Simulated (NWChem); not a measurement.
Extrapolating the CCSD(T) correlation energy of methane (CH4)

SMILES: C
```xyz
5

C      0.0000     0.0000     0.0000
H      0.0000     0.8966     0.6340
H      0.0000    -0.8966     0.6340
H     -0.8966     0.0000    -0.6340
H      0.8966     0.0000    -0.6340
```
Charge 0, spin multiplicity 1.

The numbers come from NWChem runs, not from measurements. All single points use one geometry, from PBE0/def2-SVP, a minimum by its harmonic frequencies.

The correlated methods keep 1 core orbital frozen. No row is a measurement; the coupled-cluster row has its own basis-set and correlation limits.

Worked example. The CCSD(T) correlation energy is -188.98 mHa in cc-pVDZ and -225.10 mHa in cc-pVTZ. The form E(X) = E∞ + A/X³ turns the pair into an estimate of the basis-set limit.

E∞ = (3³·(-225.10) − 2³·(-188.98))/(3³ − 2³) = -240.3 mHa. The larger basis holds 94 % of that, at about 20 times the processor time of the smaller one. This is a two-point estimate, and a rough one from so small a pair.
